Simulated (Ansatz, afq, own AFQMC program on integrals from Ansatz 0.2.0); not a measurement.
Where AFQMC and coupled cluster stand for HfN, quartet

```yaml
atoms:
  - { symbol: Hf, position_ang: [0.0000, 0.0000, 0.0000] }
  - { symbol: N, position_ang: [0.0000, 0.0000, 1.7854] }
```

Basis def2-SVP with its core potentials. Only valence electrons are correlated. Ansatz 0.2.0 and our own AFQMC program on the same integrals; the CISD trial comes from CCSD amplitudes, and released means the phaseless constraint is let go. Error bars are statistical, one sigma. No spin–orbit coupling. The metal's outer-core s and p shells are frozen, which shifts wave-function levels against functionals.

Determinant: UHF, the one that the program's search chose, which needn't be the lowest solution. The geometry is a point of a scan.

No full CI on the walks' own integrals is used here; CCSDT(Q) serves as the reference and is uncertain by about the last step of the cluster series.

Cautions: no spin-orbit coupling; outer-core shells of the metal frozen; lower spins were not checked; higher spins were not checked.

* T1 diagnostic: 0.0351
* weight of the determinant in the CISD state: 0.882
* ⟨S²⟩ of the determinant: 3.761
* size of the correlated space: 9 electrons in 41 orbitals

Reference: CCSDT(Q), correlation energy -6.091 eV. The released energy is read at 3.00 1/Eh, later times being too noisy (meV from the phaseless value at times in 1/Eh: -24 ± 17 at 0.60, -73 ± 21 at 1.20, -104 ± 43 at 2.00, -110 ± 39 at 3.00, -141 ± 72 at 4.20).

```
         level  E − E(reference) (meV)  share of correlation (%)
            HF                  6090.8                      0.00
           MP2                   561.3                     90.78
          CCSD                   385.2                     93.68
       CCSD(T)                    47.8                     99.21
         CCSDT                    26.0                     99.57
   ph-AFQMC/HF            295.3 ± 79.7                     95.15
 ph-AFQMC/CISD             78.4 ± 25.1                     98.71
released AFQMC            -31.9 ± 39.5                    100.52
```

A walk keeps the symmetry of its determinant, which the program's search chose and which needn't be the lowest solution, so a lower state of the same spin and another symmetry isn't excluded. Released energies are given only where the last usable release times agree within the noise; a slower fall can still hide under it.
